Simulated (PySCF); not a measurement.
Gas-phase reaction: 6 CH3SiH2 → 3 ethylsilane + c-Si3H6

Energies from PySCF, thermal terms from the rigid-rotor harmonic-oscillator model, ideal gas at 1 bar. † marks an energy on the PBE0/def2-TZVP geometry and frequencies; other levels use their own. 6-31G* has spherical d functions here. Open shells (unrestricted): CH3SiH2 (multiplicity 2); the rest are closed-shell singlets. B3LYP is the form with VWN-RPA correlation. CH3SiH2, c-Si3H6: computed as isolated molecules; such fragments, hydroxides, amides, oligomers or adducts are transient or little studied in the gas. The harmonic model lacks anharmonicity and excited electronic states, which grow with temperature; levels with a mode under 35 cm⁻¹ are left out. Internal rotation in CH3SiH2, ethylsilane is treated as a harmonic vibration of one conformer, which makes the entropy rough.

```json
[
 {"level": "B3LYP/6-31G*", "ΔE electronic, kJ": "-667", "ΔH°(298 K), kJ": "-648", "ΔS°(298 K), J/K": "-411", "ΔG°(1200 K), kJ": "-161"},
 {"level": "B3LYP/def2-TZVP†", "ΔE electronic, kJ": "-647", "ΔH°(298 K), kJ": "-628", "ΔS°(298 K), J/K": "-406", "ΔG°(1200 K), kJ": "-146"},
 {"level": "PBE0/def2-SVP†", "ΔE electronic, kJ": "-692", "ΔH°(298 K), kJ": "-673", "ΔS°(298 K), J/K": "-406", "ΔG°(1200 K), kJ": "-191"},
 {"level": "LDA/def2-TZVP†", "ΔE electronic, kJ": "-802", "ΔH°(298 K), kJ": "-783", "ΔS°(298 K), J/K": "-406", "ΔG°(1200 K), kJ": "-301"},
 {"level": "ωB97M-V/def2-TZVP†", "ΔE electronic, kJ": "-736", "ΔH°(298 K), kJ": "-716", "ΔS°(298 K), J/K": "-406", "ΔG°(1200 K), kJ": "-235"}
]
```
ΔH° is lowest at LDA/def2-TZVP† and highest at B3LYP/def2-TZVP†. No reference value is set beside these.
